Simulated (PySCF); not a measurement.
What binds MgCl: the parts of the energy along the bond

State: ²Σ⁺, doublet, unpaired electrons σ ↑. ROHF-based CCSD(T) in PySCF 2.14 with Mg cc-pCVDZ, Cl aug-cc-pV(D+d)Z and Mg cc-pCVTZ, Cl aug-cc-pV(T+d)Z (frozen core orbitals: 6; no relativity). Correlation energies are extrapolated as n⁻³ (n = 2, 3), Hartree–Fock as (n+1)·exp(−9√n). CV is the change on freezing 2 orbitals instead, in Mg cc-pCVTZ, Cl cc-pwCVTZ. All energies in eV from Mg + Cl.

```csv
R (Å),HF/CBS,CCSD corr.,(T),CV,total
1.9550,-2.516,-0.178,-0.0780,-0.0139,-2.786
2.0439,-2.862,-0.159,-0.0795,-0.0109,-3.111
2.1328,-3.027,-0.144,-0.0813,-0.0085,-3.261
2.2216,-3.067,-0.132,-0.0833,-0.0066,-3.288
2.3105,-3.018,-0.123,-0.0856,-0.0051,-3.232
2.4216,-2.876,-0.115,-0.0886,-0.0037,-3.083
2.5327,-2.677,-0.110,-0.0918,-0.0026,-2.882
```

A fit to the total gives Re = 2.2012 Å, De = 3.291 eV, ωe = 469.1 cm⁻¹, Be = 0.2445 cm⁻¹ (masses 23.9850 and 34.9689 u).

Task: At R = 2.2216 Å the CCSD correlation energy is -0.348258 hartree in the smaller basis and -0.496651 in the larger. Extrapolate it.

Result: (3³·E3 − 2³·E2)/(3³ − 2³) = -0.55913 hartree; the larger basis holds 88.8 % of it.

The T1 diagnostic is 0.010. The state was picked by a PBE0 search and need not be the measured ground state. Spin–orbit coupling, excitations beyond (T) and corrections to the Born–Oppenheimer picture are left out.
